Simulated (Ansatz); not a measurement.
We consider diamond-structure Si, described by rVV10 (plane waves, PAW; Ansatz, a quantum-chemistry and plane-wave program).

Settings: plane-wave cutoff 520 eV, 12×12×12 k mesh, Fermi–Dirac smearing 0.01 eV, scalar-relativistic PAW data made under PBE.

Cell (relaxed at this level):

```cif
data_Si2
_chemical_formula_sum 'Si2'
_space_group_name_H-M_alt 'P 1'
_space_group_IT_number 1
_cell_length_a 3.87842
_cell_length_b 3.87842
_cell_length_c 3.87842
_cell_angle_alpha 60.000
_cell_angle_beta 60.000
_cell_angle_gamma 60.000
loop_
_space_group_symop_operation_xyz
  'x, y, z'
loop_
_atom_site_label
_atom_site_type_symbol
_atom_site_fract_x
_atom_site_fract_y
_atom_site_fract_z
_atom_site_occupancy
Si1 Si 0.00000 0.00000 0.00000 1
Si2 Si 0.25000 0.25000 0.25000 1
```

Q: Give the computed smallest direct gap on the k points sampled, Γ–Γ gap and pressure derivative B′ of the bulk modulus.

A: 
- smallest direct gap on the k points sampled = 2.58 eV
- Γ–Γ gap = 2.62 eV
- pressure derivative B′ of the bulk modulus = 4.4

Computed values are for the static lattice.

It cost about 18 core-seconds (a rough figure) of CPU time.
